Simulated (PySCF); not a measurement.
**OH⁺ at UHF-CCSD**

Computed with UHF-CCSD; basis H def2-SVPD, O def2-SVPD; no relativity; PySCF 2.14.

For OH⁺, the state is ³Σ⁻ (triplet), unpaired electrons π ↑↑, the bond length is 1.034 Å and the harmonic wavenumber is 3128 cm⁻¹. The force constant is 5.47 mdyn/Å and the rotational constant Be is 16.64 cm⁻¹. The anharmonicity ωexe is 83.2 cm⁻¹. The vibration–rotation constant αe is 0.744 cm⁻¹. The well depth De to H⁺ + O is 5.24 eV. The dissociation energy D0 is 5.05 eV.

Correlated steps freeze 1 core orbital. Correlated levels converge slowly with the basis: in double zeta they bind strong bonds too weakly, by up to about 1 eV, and carry superposition errors of some tenths. For an ion De counts to the pair picked by the measured ionisation energies or electron affinities, which need not be the lowest pair at this level. The state is the lowest determinant that a PBE0 search found; another state may lie lower at other levels.
